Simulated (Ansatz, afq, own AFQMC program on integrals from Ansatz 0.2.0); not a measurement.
## Mn, sextet → Mn, octet

A free Mn atom.

E(octet, charge +0) − E(sextet, charge +0) at this geometry, on UHF and UHF determinants.

Basis def2-SVP. Noble-gas cores (and the filled d shells of Ga–Kr and In–Xe) are frozen. Ansatz 0.2.0 and our own AFQMC program on the same integrals; the CISD trial comes from CCSD amplitudes, and released means the phaseless constraint is let go. ± is one standard error of the sampling. The metal's outer-core s and p shells are frozen, which shifts wave-function levels against functionals. The errors of all members are added in quadrature.

Full CI on the same integrals is exact in this basis and with this determinant's frozen core.

Errors are counted within def2-SVP, not against nature.

Cautions: no relativity below Rb; outer-core shells of the metal frozen; Mn (sextet): the ph-AFQMC/HF walk drifts between its halves (2.3 errors), the ph-AFQMC/CISD walk drifts between its halves (2.2 errors); Mn (octet): another spin lies lower.

```
level  vertical spin gap (kcal/mol)
   HF                          50.4
 CCSD                          69.2
```

**Question.** From these cheaper values, estimate the vertical spin gap at the reference level in def2-SVP.

**Answer.** 70.0 kcal/mol (full CI in def2-SVP).

| level | vertical spin gap (kcal/mol) | error against FCI (kcal/mol) |
| --- | --- | --- |
| MP2 | 62.8 | -7.1 |
| CCSD(T) | 69.8 | -0.1 |
| CCSDT | 70.0 | 0.0 |
| CCSDT(Q) | 70.0 | 0.0 |
| ph-AFQMC/HF | 67.9 ± 0.4 | -2.0 ± 0.4 |
| ph-AFQMC/CISD | 70.0 ± 0.09 | 0.0 ± 0.09 |
| released AFQMC | 69.9 ± 0.09 | -0.1 ± 0.09 |

Correlation beyond CCSD(T) adds 0.1 kcal/mol. The perturbative (T) step is worth +0.7 kcal/mol.

CCSDT and higher add their correlation energy to the determinant of the CCSD(T) run, since their own runs factorise the integrals more tightly (a shift of under 2 meV). A walk keeps the symmetry of its determinant, which the program's search chose and which needn't be the lowest solution, so a lower state of the same spin and another symmetry isn't excluded. Released energies are given only where the last usable release times agree within the noise; a slower fall can still hide under it.
